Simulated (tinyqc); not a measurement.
Inside a calculation. Method: RKS/BP86 in the sto-3g basis, for H2F+, spin multiplicity 1. One step of it, computed by the program tinyqc.

Task: Orthogonalisation. S = U s U^T; symmetric (Loewdin) form X = U s^(-1/2) U^T, so that X^T S X = 1.

overlap S, order 1F 1s, 1F 2s, 1F 2px, 1F 2py, 1F 2pz, 2H 1s, 3H 1s:
```
[[1.000000, 0.237990, 0.000000, 0.000000, 0.000000, 0.038146, 0.038146],
 [0.237990, 1.000000, 0.000000, 0.000000, 0.000000, 0.379331, 0.379331],
 [0.000000, 0.000000, 1.000000, 0.000000, 0.000000, 0.000000, 0.000000],
 [0.000000, 0.000000, 0.000000, 1.000000, 0.000000, 0.239219, -0.239219],
 [0.000000, 0.000000, 0.000000, 0.000000, 1.000000, 0.197484, 0.197484],
 [0.038146, 0.379331, 0.000000, 0.239219, 0.197484, 1.000000, 0.228031],
 [0.038146, 0.379331, 0.000000, -0.239219, 0.197484, 0.228031, 1.000000]]
```

Give: eigenvalues of S; X.

Result:

eigenvalues of S: [0.465, 0.529, 0.892, 1.000, 1.099, 1.243, 1.771]

X, order 1F 1s, 1F 2s, 1F 2px, 1F 2py, 1F 2pz, 2H 1s, 3H 1s:
```
[[1.024, -0.136, 0.000, 0.000, -0.006, 0.017, 0.017],
 [-0.136, 1.145, 0.000, 0.000, 0.063, -0.207, -0.207],
 [0.000, 0.000, 1.000, 0.000, 0.000, 0.000, 0.000],
 [0.000, 0.000, 0.000, 1.060, 0.000, -0.160, 0.160],
 [-0.006, 0.063, 0.000, 0.000, 1.032, -0.106, -0.106],
 [0.017, -0.207, 0.000, -0.160, -0.106, 1.121, -0.092],
 [0.017, -0.207, 0.000, 0.160, -0.106, -0.092, 1.121]]
```
